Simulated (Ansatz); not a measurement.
Chalcopyrite ZnGeP2 was calculated with PBE0+SOC (Ansatz, a program for electronic structure, plane waves, PAW).

Run with plane-wave cutoff 460 eV, 6×6×6 k mesh, Fermi–Dirac smearing 0.01 eV, PAW data made under PBE.

Cell (measured lattice):

Space group I-42d (No. 122); a = b = 5.460 Å, c = 10.710 Å, α = β = γ = 90.00°

| atom | site | symmetry | x | y | z |
|---|---|---|---|---|---|
| Zn | 4a | -4.. | 0.0000 | 0.0000 | 0.0000 |
| Ge | 4b | -4.. | 0.0000 | 0.0000 | 0.5000 |
| P | 8d | .2. | 0.2522 | 0.2500 | 0.1250 |
(The calculation used a cell of 8 atoms; values per cell refer to that cell.)

### Question
What does this level give for the band gap and smallest direct gap on the k points sampled?

### Answer

band gap: 2.49 eV (indirect)
smallest direct gap on the k points sampled: 2.63 eV

Measured, for comparison: band gap 2.05 eV (temperature not stated, not corrected to a static lattice, pseudodirect, our sources range from 1.80 to 2.20; as tabulated in Rashkeev et al. (1999), arXiv:cond-mat/9809378). Computed (rounded) less measured: band gap not scored (sources differ).

Note: cell and atoms aren't relaxed at this level (pressure 0.2 GPa).

Static lattice: no zero-point or thermal effects.

Computing time: very roughly 90 core-minutes.
